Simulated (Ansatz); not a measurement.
Rock-salt RbBr was calculated with rVV10 (PAW; Ansatz, a program for electronic structure).

Run with plane-wave cutoff 520 eV, 8×8×8 k mesh, Fermi–Dirac smearing 0.01 eV, scalar-relativistic PAW data made under PBE.

Energies at three volumes about the minimum:

```csv
V (Å³/atom),E − E_lowest (meV/atom)
39.347,0.84
40.150,0.00
40.953,0.79
```

### Question
Fit a parabola by hand: where is the minimum, what lattice constant follows, and what is the bulk modulus?

### Answer
Slopes: (0.00 − 0.84)/(40.150 − 39.347) = -1.046 and (0.79 − 0.00)/(40.953 − 40.150) = 0.984 meV/Å³. Curvature E″ = 2 × (0.984 − (-1.046))/(40.953 − 39.347) = 2.528 meV/Å⁶. From the middle of the first interval, the slope vanishes at V0 = 39.7485 − (-1.046)/2.528 = 40.162 Å³/atom. B = V0 E″ = 40.162 × 2.528 meV/Å³ × 0.1602 GPa per meV/Å³ = 16.3 GPa. With 8 atoms in the cube, a = (8 × 40.162)^(1/3) = 6.849 Å. The full Birch–Murnaghan fit to all volumes gives V0 = 40.145 Å³/atom and B0 = 16.3 GPa.

Measured, for comparison: bulk modulus 16 GPa (4 K, zero-point motion not removed; as tabulated in Doll and Stoll (1998), arXiv:cond-mat/9801031); lattice constant a 6.822 Å (low temperature, zero-point motion not removed; as tabulated in Doll and Stoll (1998), arXiv:cond-mat/9801031). Computed (rounded) less measured: bulk modulus +2 %.
